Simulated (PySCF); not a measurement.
# AsBeH5: the cost of one run

Computed with PySCF 2.14.0; each step states its level. No surroundings beyond the atoms listed, unless a continuum is named. Atoms count from 0, parts from 1.

## (1) The system as given

7 atoms, charge 0, multiplicity 1; geometry: GFN2-xTB. Parts: 1 = atoms 0–2, `[BeH2]`, charge 0; 2 = atoms 3–6, `[AsH3]`, charge 0.

## (2) Optimising the geometry at PBE0-D3(BJ)/def2-TZVPD

What the job is given:

```
{"job": {"xc": "PBE0", "basis": "def2-TZVPD", "d3": "d3bj", "grid": 3, "kind": "geom", "shake": 0.01}, "charge": 0, "multiplicity": 1, "parts": [{"atoms": "0-2", "charge": 0, "multiplicity": 1}, {"atoms": "3-6", "charge": 0, "multiplicity": 1}]}
Be     0.055395    -0.277772     0.096561
H     -1.261758    -0.361707     0.030657
H      1.052938     0.501487    -0.105325
As     0.903720    -2.269106     1.050338
H      2.259516    -2.570404     1.520825
H      0.361694    -3.504979     1.739171
H      0.626066    -1.492697     2.296683
```

The run is started by

```sh
OMP_NUM_THREADS=1 python cluster_run.py task.json out
```

One launch serves the whole session: the jobs run in the order shown.

**Question.** How long does this first job take on 1 thread of Arm Neoverse N1, shared host, and how much memory does it need?

About 2 min, with a peak of 0.56 GiB.
